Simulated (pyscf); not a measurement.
## Substitution at C: H₃C–CH₂–Br + H atom (H•) -> ethane (H₃C–CH₃) + Br atom (Br•)

Gas phase, doublet surface, charge 0. Bonds broken: C2–Br3. Bonds formed: C2–H9. Optimised with ωB97X-D3(BJ)/def2-SVP in PySCF.

Transition state (Å):

```xyz
9

C      0.2994     0.0312    -0.1611
C     -0.8147     0.3920     0.8141
Br    -1.1153    -1.4339     1.9247
H     -0.0186    -0.8085    -0.7946
H      0.5739     0.8750    -0.8114
H      1.1925    -0.2853     0.3954
H     -1.8488     0.4260     0.4542
H     -0.5733     0.9781     1.7075
H     -0.9899     1.8963     0.3294
```

One imaginary mode, 1416i cm⁻¹; descent along it reached the two sides named.

| bond | change | reactant side (Å) | saddle | product side |
|---|---|---|---|---|
| C2–Br3 | breaks | 1.943 | 2.158 | 3.4 |
| C2–H9 | forms | 3.7 | 1.590 | 1.102 |

Electronic energies relative to the separated reactants (kJ/mol):

```csv
level,barrier,reaction energy,reverse barrier
ωB97X-D3(BJ)/def2-TZVP,78.3,-128.3,206.6
PBE/def2-TZVP,45.0,-116.8,161.9
r²SCAN/def2-TZVP,41.2,-125.7,166.9
B3LYP-D3(BJ)/def2-TZVP,48.4,-141.3,189.7
PBE0-D3(BJ)/def2-TZVP,58.1,-121.5,179.6
M06-2X/def2-TZVP,69.0,-139.3,208.3
ωB97M-D3(BJ)/def2-TZVP,72.2,-142.3,214.5
HF/def2-TZVP,117.3,-162.9,280.2
```

With ωB97M-D3(BJ)/def2-TZVP energies and thermal terms (ideal gas, 1 atm, RRHO with modes under 100 cm⁻¹ raised to 100, one conformer, R ln 2 for rigid chiral ones), in kJ/mol:

| T (K) | ΔH‡ | ΔG‡ | ΔH | ΔG |
|---|---|---|---|---|
| 298 | 72.6 | 101.3 | -121.8 | -120.8 |
| 600 | 70.7 | 131.2 | -125.5 | -118.4 |
| 900 | 69.2 | 161.8 | -128.7 | -114.1 |
| 1200 | 67.9 | 192.8 | -131.1 | -108.8 |

Abstraction by the radical was not located in this set and often lies lower. One saddle was located; it need not be the lowest between these sides. The angle at the attacked C is 160°. Left out: orbital degeneracy and the spin-orbit lowering of Br, which is large for Br, Se, Te and I. Elements up to Kr have no core potential and no relativistic terms here.
